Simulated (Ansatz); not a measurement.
## Hexagonal-diamond C (model structure)

These are PBE-D4 (Ansatz, a first-principles code, PAW) values and carry that method's errors.

Settings: plane-wave cutoff 500 eV, 18×18×8 k mesh (along the axes of the cell as run), gaussian smearing 0.02 eV, scalar-relativistic PAW data made under PBE.

Cell (relaxed at this level):

```
CELL_PARAMETERS angstrom
      1.25074    -2.16635     0.00000
      1.25074     2.16635     0.00000
      0.00000     0.00000     4.16370
ATOMIC_POSITIONS crystal
  C  0.33333 0.66667 0.06277
  C  0.66667 0.33333 0.56277
  C  0.66667 0.33333 0.93723
  C  0.33333 0.66667 0.43723
```

- band gap: 3.31 eV (on the SCF k mesh)

It cost very roughly 18 core-seconds of CPU time.

A model structure was made by putting elements into a prototype or built by hand; here it ended with the formula and space group of a phase in our tables.
